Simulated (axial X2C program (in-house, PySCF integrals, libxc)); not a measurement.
**Correcting the dissociation energy of BO for spin–orbit coupling**

A spin-free PBE0 curve (one-electron X2C) was computed with an in-house all-electron X2C program for linear molecules (integrals from PySCF), basis O dyall-av3z [7s6p3d2f], B dyall-v3z [7s6p2d1f] (cores contracted in-house), for the state M_S = 1/2, Λ = 0 (beyond evenly filled blocks: σα). It gives D0 = 8.326 eV to O + B, which in a spin-free picture are the weighted means of the ground terms.

Measured levels of the ground terms (NIST Handbook of Basic Atomic Spectroscopic Data), in cm⁻¹: O 3P: J = 2 at 0, J = 1 at 158.3, J = 0 at 227; B 2P: J = 1/2 at 0, J = 3/2 at 15.3.

The molecular state has Λ = 0, so it has no first-order lowering.

Question: How far does each ground level lie under the (2J+1)-weighted mean of its term?

Answer: O: (5 × 0 + 3 × 158.3 + 1 × 227)/9 = 78 cm⁻¹; B: (2 × 0 + 4 × 15.3)/6 = 10 cm⁻¹.

Question: Correct D0.

Answer: D0 = 8.326 + (0 − 88)/8065.5 = 8.315 eV at PBE0 with these spin–orbit terms.

Second-order spin–orbit effects in the molecule, which grow quickly with Z, are left out. One determinant describes the state; a PBE0 search over occupations chose it and may have missed a lower one. Dissociation energies refer to the lowest single-determinant-based atoms at the same level and basis.
